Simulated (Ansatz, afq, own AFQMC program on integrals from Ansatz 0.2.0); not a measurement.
AFQMC, coupled cluster and functionals along a coordinate of Si$_{2}$, triplet

```xyz
2

Si    0.0000    0.0000    0.0000
Si    0.0000    0.0000    2.2547
```

The Si1–Si2 distance is changed with both sides rigid. Energies in kcal/mol count from this geometry (2.255 Å) at the same level; the start stands on UHF, each point on the determinant named.

Basis 6-31G. Noble-gas cores (and the filled d shells of Ga–Kr and In–Xe) are frozen. Integrals, coupled cluster, full CI and functionals: Ansatz 0.2.0; the random walks run on the same integrals in our own AFQMC program. The CISD trial takes its coefficients from CCSD amplitudes. Released means that phaseless walkers are propagated on without the constraint, phases kept. ± is one standard error of the sampling.

Cautions, each for one point or more: (T) is large; CCSDT(Q) on the UHF determinant differs, perhaps since the unrestricted series falls towards higher spin; a spin-contaminated unrestricted determinant lies lower; a state of higher spin lies lower; a state of other symmetry lies lower; an unrestricted solution with more broken spin lies lower; an unrestricted solution with more broken spin lies lower, while this determinant keeps restricted orbitals; cluster runs in doubt by the program's own checks; full CI with its own frozen core; lower spins were not checked; strong correlation; the next higher spin lies close; the search met a lower determinant of the same kind, perhaps of another symmetry; the search met a lower determinant of the same kind, perhaps of another symmetry, and this one is a saddle point; trial from another cluster root.

```tsv
r(Si1–Si2) / Å	det.	T1	weight	⟨S²⟩	r2SCAN	B3LYP	CCSD(T)
2.055	UHF	0.020	0.88	2.02	6.0	7.4	9.1
2.540	UHF†	0.015	0.89	2.00	3.0	1.3	6.1
3.070	UHF	0.118	0.65	2.00	27.9	25.8	25.9
4.223	ROHF	0.032	0.55	pure	65.0§	60.9§	48.5
5.983	ROHF	0.355	0.28	pure	73.6§	65.4§	39.3
```

(1) Estimate the curve of full CI, counted from the same start.

Results:

(1) 
| r(Si1–Si2) / Å | det. | T1 | weight | ⟨S²⟩ | FCI | ph-AFQMC/CISD | CCSDT(Q) |
| --- | --- | --- | --- | --- | --- | --- | --- |
| 2.055 | UHF | 0.020 | 0.88 | 2.02 | 9.4 | 9.1 ± 0.1 | 9.3 |
| 2.540 | UHF† | 0.015 | 0.89 | 2.00 | 6.4 | 6.6 ± 0.1 | 6.4 |
| 3.070 | UHF | 0.118 | 0.65 | 2.00 | 24.7 | 26.7 ± 0.2 | 25.1 |
| 4.223 | ROHF | 0.032 | 0.55 | pure | 49.6 | 51.4 ± 0.1 | 50.1 |
| 5.983 | ROHF | 0.355 | 0.28 | pure | 51.8 | 52.8 ± 0.2 | – |

Weight is that of the determinant in the CISD state; at the start T1 is 0.023 and the weight 0.86, and ⟨S²⟩ is 2.02. A dagger marks points whose determinant fills other symmetries than the start's, so the wave-function levels may follow another state there, or a degenerate partner. Symmetry can't show for every point that it stays on the start's state. A dash marks a missing value, a released energy that hasn't settled or a functional that sits on another state. § marks a functional whose ⟨S²⟩ is too high by over 0.1. Largest departures from full CI: CCSD(T) -12.6 kcal/mol at 5.983 (on ROHF), ph-AFQMC/CISD 1.9 kcal/mol at 3.070 (on UHF), CCSDT(Q) 0.5 kcal/mol at 4.223 (on ROHF). The functionals aren't scored here. In this small basis the wave-function levels are far from their limit, so their gap to the functionals isn't the functionals' error. In total energy ph-AFQMC/CISD lies 49 ± 4 meV above full CI at the start, so its agreement along the curve rests in part on cancellation.

CCSDT and higher add their correlation energy to the determinant of the CCSD(T) run, since their own runs factorise the integrals more tightly (a shift of under 2 meV). A walk keeps the symmetry of its determinant, which the program's search chose and which needn't be the lowest solution, so a lower state of the same spin and another symmetry isn't excluded.
